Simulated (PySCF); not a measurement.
Geometry:
```
atom   x (Å)   y (Å)   z (Å)
 Mg1   0.007   0.008   0.000
  C2  -0.004  -0.014   2.098
  H3  -0.439   0.908   2.522
  H4   1.012  -0.108   2.520
  H5  -0.593  -0.856   2.500
  C6   0.005   0.015  -2.098
  H7  -1.019   0.016  -2.511
  H8   0.515  -0.871  -2.517
  H9   0.516   0.901  -2.514
```

Geometry: PBE0-D3(BJ)/def2-SVP; GIAO absolute shieldings from PySCF, gas phase, non-relativistic, averaged over equivalent atoms.

At PBE0/pcSseg-1 (80 basis functions, 3.7 s wall time on 1 thread of an Arm Neoverse V1, shared host):
| atoms | σ (ppm) |
| --- | --- |
| Mg1 | 401.6 |
| C2/C6 | 206.8 |
| H3/H4/H5/H7/H8/H9 | 32.28 |

Estimate the result of repeating the calculation with KT2/pcSseg-1.

## Answers


```json
{"atoms": "Mg1", "σ at KT2/pcSseg-1": "403.3", "change": "+1.7"}
{"atoms": "C2/C6", "σ at KT2/pcSseg-1": "203.8", "change": "-3.0"}
{"atoms": "H3/H4/H5/H7/H8/H9", "σ at KT2/pcSseg-1": "32.13", "change": "-0.15"}
```

The largest change is at C2/C6 (carbon bonded to Mg, 3 H). Cost: 80 basis functions, 4 s wall time on 1 thread of an Arm Neoverse V1, shared host.
